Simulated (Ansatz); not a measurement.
# Abstraction of F: MgHF + C2H5O → MgH + C2H5FO

Species: MgHF `[F][MgH]`, singlet; C2H5O (methoxymethyl) `[CH2]OC`, doublet; MgH, doublet; C2H5FO (methoxymethyl fluoride) `COCF`, singlet. A radical takes F: the energy is the difference in strength between the Mg–F bond broken and the C–F bond made.

Shapes, held fixed at every level: PBE0-D4/def2-TZVP. Flexible molecules stand in one conformer, not always the lowest. Programs: Ansatz 0.2.0. The zero-point and thermal change to 298 K, harmonic and unscaled (PBE0-D4/def2-TZVP), is +8.9 kJ/mol.

**Question.** Estimate ΔH(298 K) of this reaction.

**Answer.** The highest level, CCSD(T)/def2-TZVPP, gives ΔH(298 K) = +104.6 kJ/mol; the levels span +73.2 to +112.9. The column of differences is taken from that level and isn't an error. No measured value is set beside it here. Open shells run unrestricted unless RO is named. Correlated rows may include outer-core shells of Mg, which these sets cover unevenly. Times are processor times on shared x86 and Arm servers, and rough.

| level | kind | ΔH(298 K) (kJ/mol) | less CCSD(T)/def2-TZVPP | CPU time (sum over the molecules) |
| --- | --- | --- | --- | --- |
| SPW92/def2-TZVPP | LDA | +73.2 | -31.4 | 6.5 s |
| r2SCAN-D4/def2-TZVPP | meta-GGA | +111.6 | +7.0 | 26 s |
| B3LYP-D4/def2-TZVPP | global hybrid | +111.6 | +7.0 | 16 s |
| wB97M-V/def2-TZVPP | range-separated hybrid | +112.9 | +8.3 | 50 s |
| MP2/def2-SVP | perturbation theory | +106.4 | +1.8 | – |
| CCSD(T)/def2-SVP | coupled cluster or CI | +104.8 | +0.2 | 17 s |
| CCSD/def2-TZVPP | coupled cluster or CI | +107.3 | +2.7 | – |
| CCSD(T)/def2-TZVPP | coupled cluster or CI | +104.6 | 0.0 | 6.3 min |
